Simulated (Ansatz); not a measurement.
Rock-salt GdN was calculated with revPBE (plane waves, PAW; Ansatz, a program for electronic structure).

Settings: plane-wave cutoff 520 eV, 12×12×12 k mesh, Fermi–Dirac smearing 0.01 eV, spin-polarised with parallel moments, scalar-relativistic PAW data made under PBE.

Cell (relaxed at this level):

```
CELL_PARAMETERS angstrom
      0.00000     2.50634     2.50634
      2.50634     0.00000     2.50634
      2.50634     2.50634     0.00000
ATOMIC_POSITIONS crystal
  Gd 0.00000 0.00000 0.00000
  N  0.50000 0.50000 0.50000
```
Starting moments (μB, in the order of the record's atoms Gd N): 7.0 0.0.

### Question
What does this level give for the bulk modulus B0, magnetic moment (largest site, within a sphere) and pressure derivative B′ of the bulk modulus?

### Answer

- bulk modulus B0: 140 GPa
- magnetic moment (largest site, within a sphere): 6.87 μB
- pressure derivative B′ of the bulk modulus: 4.0

The run finds no gap.

Measured, for comparison: bulk modulus 192 ± 35 GPa (temperature not stated, not corrected to a static lattice; as tabulated in Doll (2008), arXiv:0801.3152). Computed (rounded) less measured: bulk modulus -27 %.

Note: the 4f shell is treated without U or exact exchange, so its levels and filling can be wrong.

Moments are spin moments.

Spin–orbit coupling is not included; it can open a gap where bands touch, and shift volumes and moduli.

Computing time: roughly 70 core-seconds.
